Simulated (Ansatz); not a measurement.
Ansatz (a quantum-chemistry and plane-wave program) input (r2SCAN/aug-cc-pV(T+d)Z): A basis named .json is the Basis Set Exchange file of that set (core-valence sets with the plain set on hydrogen).

Ansatz 0.2 input:
```yaml
crystal:
  periodic: [false, false, false]
  atoms:
    - {symbol: Cl, position_ang: [-0.00000000, -0.00000000, -0.50551697]}
    - {symbol: O, position_ang: [0.00000000, 0.00000000, 1.07422357]}
basis:
  gaussian:
    orbitals: aug-cc-pV_T+d_Z.json
    fitting: {mean_field: def2-universal-JFIT.json}
hamiltonian:
  xc: {name: r2SCAN}
magnetization: {spin_polarized: true, initial_magnetization: 1}
```

Output:

```
Functional definition: r2SCAN
integrals: 0.01 GiB planned
100 factors; integrals over basis functions are off by at most 3.7e0 eV
mean field: 0.24 GiB planned
mean field evaluation 1: about -14560.2375 eV, gradient 3.9e1 eV
mean field evaluation 2: about -14518.0175 eV, gradient 1.0e2 eV
mean field evaluation 4: about -14565.9605 eV, gradient 5.2e0 eV
mean field evaluation 8: about -14566.0767 eV, gradient 1.2e-1 eV
mean field evaluation 16: about -14566.0767 eV, gradient 3.4e-5 eV
mean field -14566.07670423 eV, -535.2934456390 hartree, gradient 3.4e-5 eV, S^2 0.756258; 1 other end points of the search recorded, 0 dependent functions left out
reference -14566.07672196 eV, -535.2934462907 hartree; 13, 12 occupied and 88, 89 virtual orbitals, 100 factors
Total energy: -14566.07672196 eV, -535.2934462907 hartree
```
